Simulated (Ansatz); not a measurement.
# C₂H₂N₂O₂: basis-set convergence

Aim: see how fast density functionals converge with the basis set for C₂H₂N₂O₂.

Method: one geometry, several basis sets; program: Ansatz 0.2.0, Gaussian basis.

Levels to be run: PBE0-D4/def2-SVP; ωB97M-V/def2-SVP; PBE0-D4/def2-QZVPP; ωB97M-V/def2-QZVPP; the functionals' def2-TZVPP values are taken from earlier runs.

**1. Structure used throughout**

All runs share one geometry, relaxed beforehand with PBE0-D4 in a triple-zeta def2 set.

8 atoms, charge 0, spin multiplicity 1.

Atoms are counted from 1 here; the program's logs count them from 0.

Bond lengths: N1–C2 1.347 Å, N1–H7 1.003 Å, N1–H8 1.003 Å, C2–N3 1.417 Å, C2–O6 1.203 Å, N3–C4 1.213 Å, C4–O5 1.155 Å. Angles: C2–N1–H7 121.0°, C2–N1–H8 118.4°, H7–N1–H8 120.6°, N1–C2–N3 110.5°, N1–C2–O6 125.4°, N3–C2–O6 124.1°, C2–N3–C4 128.1°, N3–C4–O5 174.0°.

As a file:

```xyz
8

N     0.05355   -1.39921    0.56533
C    -0.39638   -0.15984    0.28735
N     0.53056    0.53294   -0.52960
C     0.44679    1.66160   -0.96596
O     0.47475    2.71727   -1.43377
O    -1.43687    0.30604    0.67197
H     0.93377   -1.72134    0.20964
H    -0.51418   -1.99456    1.13924
```

**2. PBE0-D4 in def2-SVP**

Contents of in.yaml:

```yaml
crystal:
  periodic: [false, false, false]
  atoms:
    - {symbol: N, position_ang: [0.053548, -1.399208, 0.565326]}
    - {symbol: C, position_ang: [-0.396380, -0.159845, 0.287349]}
    - {symbol: N, position_ang: [0.530560, 0.532941, -0.529605]}
    - {symbol: C, position_ang: [0.446794, 1.661603, -0.965959]}
    - {symbol: O, position_ang: [0.474749, 2.717268, -1.433766]}
    - {symbol: O, position_ang: [-1.436871, 0.306042, 0.671974]}
    - {symbol: H, position_ang: [0.933774, -1.721341, 0.209642]}
    - {symbol: H, position_ang: [-0.514175, -1.994559, 1.139239]}
basis:
  gaussian: {orbitals: def2-SVP}
hamiltonian: {xc: pbe0, dispersion: d4}
output: {orbitals: {seedname: orbitals}}
```

Run with:

```sh
$ ansatz run in.yaml --threads 2 --pin off --events-out ev --progress --plain --max-ram 4352MiB
```

After this run come: ωB97M-V in def2-SVP; PBE0-D4 in def2-QZVPP; ωB97M-V in def2-QZVPP.

**Question.** What will the summary of the whole plan be? Wanted: PBE0-D4: double and triple zeta above quadruple; ωB97M-V: double and triple zeta above quadruple.

The runs gave:

```
                                       quantity           value
PBE0-D4: double and triple zeta above quadruple  11.02, 0.48 eV
ωB97M-V: double and triple zeta above quadruple  11.28, 0.44 eV
```

PBE0-D4 gains 10.54 eV from double to triple zeta, then 0.48 eV more. Total energies overstate the basis error of differences, where much of it tends to cancel. The LUMO of ωB97M-V is positive and keeps falling with the basis (2.31 to 1.37 eV): an unbound level that the basis holds in place.
